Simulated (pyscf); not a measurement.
**Substitution at Si: AsH (SMILES [AsH]) [triplet] + SiH₄ (SMILES [SiH4]) → H₃Si–AsH• (SMILES [SiH3][AsH]) + H• (SMILES [H])**

Gas phase, triplet surface, charge 0. Bonds broken: Si3–H4. Bonds formed: As1–Si3. Optimised with ωB97X-D3(BJ)/def2-SVP in PySCF. MP2 and CC: frozen core, UHF for open shells. ΔMP2 is the change of the MP2 total energy from the triple- to the quadruple-zeta basis.

Transition state (Å):

```xyz
7

As     0.4452     0.0711     1.4110
H     -0.7703     0.7307     2.0559
Si    -0.7693    -0.2222    -0.6346
H     -1.7911    -0.4354    -2.2612
H     -1.9310    -1.0748    -0.2379
H     -1.1317     1.1717    -1.0344
H      0.2097    -0.8910    -1.5387
```

One imaginary mode, 527i cm⁻¹; descent along it reached the two sides named.

```
bond     change  reactant side (Å)  saddle  product side
-------  ------  -----------------  ------  ------------
Si3–H4   breaks              1.492   1.933           3.5
As1–Si3   forms                3.6   2.397         2.349
```

Electronic energies relative to the separated reactants (kcal/mol):

| level | barrier | reaction energy | reverse barrier |
|---|---|---|---|
| ωB97X-D3(BJ)/def2-TZVP | 29.1 | +25.9 | 3.2 |
| PBE/def2-TZVP | 25.0 | +27.7 | -2.8 |
| r²SCAN/def2-TZVP | 26.2 | +30.2 | -3.9 |
| B3LYP-D3(BJ)/def2-TZVP | 30.8 | +32.4 | -1.5 |
| PBE0-D3(BJ)/def2-TZVP | 27.6 | +28.2 | -0.5 |
| M06-2X/def2-TZVP | 35.9 | +34.0 | 1.8 |
| ωB97M-D3(BJ)/def2-TZVP | 36.0 | +33.3 | 2.7 |
| HF/def2-TZVP | 50.5 | +37.8 | 12.8 |
| MP2/def2-QZVPP | 36.2 | +30.2 | 6.0 |
| CCSD/def2-TZVPP | 40.5 | +36.2 | 4.3 |
| CCSD(T)/def2-TZVPP | 37.7 | +34.4 | 3.4 |
| CCSD(T)/def2-TZVPP + ΔMP2(QZVPP) | 36.5 | +33.6 | 2.9 |

With CCSD(T)/def2-TZVPP + ΔMP2(QZVPP) energies and thermal terms (ideal gas, 1 atm, RRHO with modes under 100 cm⁻¹ raised to 100, one conformer, R ln 2 for rigid chiral ones), in kcal/mol:

| T (K) | ΔH‡ | ΔG‡ | ΔH | ΔG |
|---|---|---|---|---|
| 298 | 33.8 | 41.1 | +31.0 | +31.3 |
| 600 | 34.6 | 48.1 | +32.3 | +31.1 |
| 900 | 35.5 | 54.7 | +33.4 | +30.3 |
| 1200 | 36.1 | 61.0 | +34.4 | +29.2 |

At PBE, r²SCAN, B3LYP-D3(BJ), PBE0-D3(BJ) this geometry lies under the product side: in single points on another level's saddle the reverse barrier vanishes, and the forward threshold there is about the reaction energy. H₃Si–AsH• + H• also meet on a surface of lower spin, which isn't treated here. One saddle was located; it need not be the lowest between these sides. The angle at the attacked Si is 178°. The CCSD(T) − MP2 part came from Ansatz, without density fitting, on the same reference. The frozen core leaves the outer d or s,p core shells of the metals and heavy elements correlated in the MP2 and CC values, and def2-TZVPP describes them poorly, which can shift differences by a few kcal/mol. Elements up to Kr have no core potential and no relativistic terms here.
